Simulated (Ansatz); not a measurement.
**BH2OS radical: one species, many methods**

The task here is to estimate one member of a computed series from the others.

Program: Ansatz 0.2.0, Gaussian basis. Level of theory: functionals in def2-TZVPP, the program's frozen cores in correlated methods. These are calculated values, not measurements.

The runs, in order: PBE-D4, r2SCAN-D4, PBE0-D4, B3LYP-D4, ωB97X-V, ωB97M-V, B2PLYP; CCSD(T)/def2-TZVPP; CCSD(T)/def2-QZVPP; extrapolation to the limit.

## The relaxed structure

An earlier PBE0-D4 in a triple-zeta def2 set relaxation fixed the geometry.

SMILES `O[B]S`, 5 atoms, charge 0, spin multiplicity 2.

Atoms are counted from 1 here; the program's logs count them from 0.

Bond lengths: O1–B2 1.341 Å, O1–H4 0.961 Å, B2–S3 1.783 Å, S3–H5 1.353 Å. Angles: B2–O1–H4 114.1°, O1–B2–S3 126.1°, B2–S3–H5 97.8°.

Set-up of the first run:

in.yaml reads:

```yaml
crystal:
  periodic: [false, false, false]
  atoms:
    - {symbol: O, position_ang: [-1.039117, -0.367359, -0.189841]}
    - {symbol: B, position_ang: [0.023632, -0.324261, 0.626904]}
    - {symbol: S, position_ang: [1.553946, 0.534386, 0.312862]}
    - {symbol: H, position_ang: [-1.775075, -0.881824, 0.151354]}
    - {symbol: H, position_ang: [1.236624, 1.039047, -0.901279]}
basis:
  gaussian: {orbitals: def2-TZVPP}
magnetization: {spin_polarized: true, initial_magnetization: 1}
hamiltonian: {xc: pbe, dispersion: d4}
output: {forces: true, orbitals: {seedname: orbitals}}
```

Command:

```bash
> ansatz run in.yaml --threads 2 --pin off --events-out ev --progress --plain --max-ram 32768MiB --backend cpu
```

Among the steps run: PBE-D4 (GGA); r2SCAN-D4 (meta-GGA); PBE0-D4 (hybrid); B3LYP-D4 (hybrid); ωB97X-V (range-separated); ωB97M-V (range-separated); B2PLYP (double hybrid); CCSD(T) in def2-TZVPP; CCSD(T) in def2-QZVPP.

One table of the session follows, with a row left open; its other results are not shown here.

| method | atomisation energy (kJ/mol) |
| --- | --- |
| PBE-D4 | 1795.6 |
| r2SCAN-D4 | 1769.0 |
| PBE0-D4 | 1745.4 |
| B3LYP-D4 | 1732.4 |
| ωB97X-V | ? |
| ωB97M-V | 1740.6 |
| B2PLYP | 1714.4 |
| HF/def2-TZVPP | 1235.9 |
| MP2/def2-TZVPP | 1728.8 |
| CCSD/def2-TZVPP | 1637.4 |
| CCSD(T)/def2-TZVPP | 1670.8 |
| MP2/CBS | 1780.5 |
| CCSD(T)/CBS | 1723.5 |

**Question.** Estimate the row for ωB97X-V.

As computed: atomisation energy (kJ/mol): 1732.8. In the column «atomisation energy (kJ/mol)» it lies between B3LYP-D4 (1732.4) and ωB97M-V (1740.6).

Limits of these values: Free atoms (1 O, 1 B, 1 S, 2 H) were run apart at each level; the atomisation energy is their sum less the molecule, without zero-point or spin-orbit terms.
